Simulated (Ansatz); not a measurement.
Chalcopyrite ZnGeP₂ was calculated with PBEsol-D3(BJ) (Ansatz, an electronic-structure program, plane waves, PAW).

Numerical settings: plane-wave cutoff 520 eV, 10×10×10 k mesh, Fermi–Dirac smearing 0.01 eV, scalar-relativistic PAW data made under PBE.

Cell (relaxed at this level):

ZnGeP$_{2}$ has the tetragonal space group I-42d (No. 122), the chalcopyrite structure, Pearson symbol tI16. Conventional cell: a = 5.3736 Å, b = 5.3736 Å, c = 10.6112 Å, α = 90.00°, β = 90.00°, γ = 90.00°. Zn on 4a sees 4 P at 2.320 Å (tetrahedral). Ge on 4b has 4 P at 2.314 Å (tetrahedral). P on 8d is coordinated by 2 Ge at 2.314 Å and 2 Zn at 2.320 Å (tetrahedral). (Neighbours: up to the widest gap in distance over summed covalent radii, below 1.35, at either atom; cation-cation and far metal-metal contacts left out.)
(The calculation used a cell of 8 atoms; values per cell refer to that cell.)

Task: What does this level give for the bulk modulus B0, band gap, smallest direct gap on the k points sampled and pressure derivative B′ of the bulk modulus?

Result: 
- bulk modulus B0 = 89.4 GPa
- band gap = 1.03 eV (indirect)
- smallest direct gap on the k points sampled = 1.18 eV
- pressure derivative B′ of the bulk modulus = 4.5

Measured, for comparison: band gap 2.05 eV (temperature not stated, no zero-point or thermal correction, pseudodirect, our sources range from 1.80 to 2.20; as tabulated in Rashkeev et al. (1999), arXiv:cond-mat/9809378); bulk modulus 79 GPa (room temperature, no zero-point or thermal correction; as tabulated in Isothermal phase behavior of Ag3SbS3, ZnGeP2, and ZnS (abstract)). Computed (rounded) less measured: bulk modulus +13 %.

Note: the bulk modulus comes from volumes at which shape and atoms were relaxed.

Spin–orbit coupling is not included.

Static lattice: no zero-point or thermal effects.

The result took about 20 core-minutes (a rough figure).
